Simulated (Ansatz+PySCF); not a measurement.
## singlet PH3: levels of theory in one basis

```yaml
atoms:
  - { symbol: P, position_ang: [0.0000, 0.0000, 0.1406] }
  - { symbol: H, position_ang: [1.2922, 0.0000, -0.7030] }
  - { symbol: H, position_ang: [-0.6461, 1.1191, -0.7030] }
  - { symbol: H, position_ang: [-0.6461, -1.1191, -0.7030] }
```

Basis set: def2-SVP (spherical functions). Left uncorrelated: 5 orbitals. Charge 0, multiplicity 1.

Computed with Ansatz (development build ahead of 0.2.0); each method stands on the lowest determinant of its kind that the runs found. NEVPT2 correlates all electrons. Active spaces start from the frontier orbitals, and the lowest solution found is given.

```
     method  E − E(RHF) (eV)  <S²> of the determinant
        RHF             0.00                     0.00
    RHF-MP2            -3.65                        –
   RHF-CCSD            -4.47                        –
RHF-CCSD(T)            -4.59                        –
CASSCF(8,7)            -1.58                        –
```

**Question.** What does SC-NEVPT2(8,7) give on the same scale?

**Answer.** -4.12 eV. NEVPT2 here correlates all electrons, so it doesn't share the others' frozen core.

**Question.** Is a single determinant a sound starting point here?

**Answer.** By this sign, yes. Unrestricted orbitals gain 0.00 eV and <S²> is 0.00 against 0.00 for a pure state. The CASSCF(8,7) natural occupations are 1.99, 1.97, 1.96, 1.96, 0.04, 0.04, 0.03.
